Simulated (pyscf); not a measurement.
BiH₃ + silane (SiH₄) → H₃Si–BiH₂ + hydrogen (H₂), a four-centre exchange (singlet surface; Bi–H, H–Si broken, Bi–Si, H–H formed). Structures and frequencies: ωB97X-D3(BJ)/def2-SVP in PySCF. Energies in kcal/mol from the separated reactants.

Small-basis levels: PySCF, no dispersion term, spherical d functions. 

Q: In single points B3LYP/LANL2DZ puts the saddle at 83.2 kcal/mol and the reaction energy at -0.9 kcal/mol. Should these be trusted to within a few kcal/mol? Compare with ωB97M-D3(BJ)/def2-TZVP.

A: ωB97M-D3(BJ)/def2-TZVP gives ΔE‡ = 61.3 kcal/mol and ΔE = -2.8 kcal/mol. B3LYP/LANL2DZ lies 21.9 kcal/mol over it in the barrier and 2.0 kcal/mol over it in the reaction energy, so on this step it does not hold to within 3.0 kcal/mol. ωB97M-D3(BJ)/def2-TZVP has limits of its own. At the saddle there is also a short H–Si contact that neither side keeps. From the product side, SiH₃• + BiH₂• + H₂ lies, by one bond made or cut, 9.2 kcal/mol under this saddle at ωB97M-D3(BJ)/def2-TZVP. This is the saddle that the search found; another between the same sides may lie lower. In the def2 sets elements past Kr carry core potentials, without spin-orbit coupling.
